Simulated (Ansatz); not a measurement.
Coupled-cluster diagnostics for [BClH3]- (BH₃Cl⁻), Ansatz.

Geometry of the singlet (PBE0-D4/def2-TZVPD):

```xyz
5

B    -0.045    0.145    0.095
Cl    0.448   -1.441   -0.943
H    -0.718   -0.243    1.037
H    -0.681    0.873   -0.651
H     0.996    0.666    0.462
```

Correlated methods freeze 6 core orbitals. In CCSD on the charge 0 doublet the largest single amplitude is 0.28, so its Hartree–Fock determinant may place the open shell otherwise than the density functionals do.

Task: Estimate the CCSD(T) correlation energy, the shares of MP2 and (T), T1 and the reference's ⟨S²⟩ for: charge -1, singlet, own geometry in def2-TZVPPD; charge 0, doublet, vertical in def2-TZVPPD; and the rough time on 4 threads of Arm Neoverse V1 on a shared host.

Result: 
```tsv
state	basis	correlation (eV)	MP2 share (%)	(T) share (%)	T1	⟨S²⟩ (pure)	wall time	remarks
charge -1, singlet, own geometry	def2-TZVPPD	-10.605	87.7	3.7	0.009	0.00 (0.00)	2.2 s	–
charge 0, doublet, vertical	def2-TZVPPD	-9.883	83.4	4.0	0.056	0.76 (0.75)	17 s	large T1 (0.056)
```
Customary marks for T1 are 0.02 (closed shells), 0.045 (open shells) and about 0.05 (3d metals). T1 exceeds 0.02 in 1 of 2 rows and 0.045 in 1; the higher it lies, the less the single-reference result can be trusted.
